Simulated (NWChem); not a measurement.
## Worked example: vertical ionisation energy of C2HF2 (SMILES [CH]=C(F)F)

C2HF2 has 5 atoms, charge 0, and is taken as a doublet. As SMILES, `[CH]=C(F)F`. The coordinates come from a PBE0-D4/def2-TZVP relaxation.

Both states at this one shape; open shells run unrestricted unless said. 1 Eh = 27.2114 eV.

```
                            level  program  doublet C2HF2 (Eh)  singlet [C2HF2]+ (Eh)
USVWN5/SBKJC-VDZ (core potential)   NWChem          -59.764642             -59.254226
                 USVWN5/jorge-DZP   NWChem         -274.463317            -273.967298
                 USVWN5/jorge-TZP   NWChem         -274.521609            -274.024074
                      USVWN5/MINI   NWChem         -272.469335            -271.994380
```

Question: Work out the vertical ionisation energy at each level.

Answer: 
1. USVWN5/SBKJC-VDZ (core potential): -59.254226 − (-59.764642) = 0.510416 Eh = 13.89 eV.
2. USVWN5/jorge-DZP: -273.967298 − (-274.463317) = 0.496019 Eh = 13.50 eV.
3. USVWN5/jorge-TZP: -274.024074 − (-274.521609) = 0.497535 Eh = 13.54 eV.
4. USVWN5/MINI: -271.994380 − (-272.469335) = 0.474955 Eh = 12.92 eV.

No measured value is set beside it here; the levels span 12.92 to 13.89 eV. Minimal sets are far from the basis-set limit.
